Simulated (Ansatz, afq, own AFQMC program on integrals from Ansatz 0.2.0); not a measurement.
# Atomization energy of AlBPH, singlet

```xyz
4

Al    0.0000   -0.0953    1.7498
P     0.0000    0.1896   -0.6432
B     0.0000   -0.4517   -2.4352
H     0.0000    1.5713   -0.9570
```

Connectivity, by distances: Al–PH–B.

Atoms in their ground-state spins without spin–orbit coupling (mostly on UHF) minus the molecule (RHF), without zero-point energy. The geometry is a stationary point, not shown to be a minimum.

Basis cc-pVDZ. Noble-gas cores (and the filled d shells of Ga–Kr and In–Xe) are frozen. Integrals, coupled cluster, full CI and functionals: Ansatz 0.2.0; the random walks run on the same integrals in our own AFQMC program. The CISD trial takes its coefficients from CCSD amplitudes. Released means that phaseless walkers are propagated on without the constraint, phases kept. ± is one standard error of the sampling. The errors of all members are added in quadrature.

No full CI on the walks' own integrals is used here; CCSDT(Q) serves as the reference and is uncertain by about the last step of the cluster series. Each member takes its own surest rung, up to full CI.

The best estimate is CCSD(T) at the basis-set limit (CBS: def2-TZVPP and def2-QZVPP, with their diffuse functions for anions and beside diffuse sets, CCSD(T) itself extrapolated) plus the step from CCSD(T) to CCSDT(Q) in cc-pVDZ. Rows without CBS are in cc-pVDZ; B2PLYP and the wave-function rows carry a basis error of their own. Core correlation and relativity beyond core potentials are missing, and ± holds the sampling alone.

Cautions: AlBPH (singlet): higher spins were not checked, restricted determinant unstable towards unrestricted (UHF 173 meV lower, ⟨S²⟩ 0.54), raised T1 diagnostic (T1 0.027, weight of the determinant 0.79, largest double 0.07).

Best estimate: 860.5 kJ/mol.

| level | atomization energy (kJ/mol) | error against the best estimate (kJ/mol) |
| --- | --- | --- |
| HF | 484.3 | -376.1 |
| MP2 | 730.9 | -129.6 |
| CCSD | 708.0 | -152.5 |
| CCSD(T) | 733.6 | -126.8 |
| ph-AFQMC/CISD | 736.8 ± 1.8 | -123.7 ± 1.8 |
| released AFQMC | 735.1 ± 3.2 | -125.4 ± 3.2 |
| HF/CBS | 510.8 | -349.7 |
| MP2/CBS | 847.3 | -13.2 |
| CCSD(T)/CBS | 855.5 | -5.0 |
| surest rungs in cc-pVDZ | 738.6 | -121.9 |

Correlation beyond CCSD(T) adds 5.0 kJ/mol. Going to the basis-set limit adds 121.9 kJ/mol at CCSD(T). The perturbative (T) step is worth +25.7 kJ/mol.

Best estimates are given only where the step beyond CCSD(T) is under 0.3 eV and no member's determinant is very poor (T1 over 0.05, or 0.07 for open shells, ⟨S²⟩ too high by 0.3, two states mixed), so the hardest cases are missing from such tables.

Each member of a difference takes its own highest rung, so a best estimate needn't equal the limit plus the step of one row. A walk keeps the symmetry of its determinant, which the program's search chose and which needn't be the lowest solution, so a lower state of the same spin and another symmetry isn't excluded. Released energies are given only where the last usable release times agree within the noise; a slower fall can still hide under it.
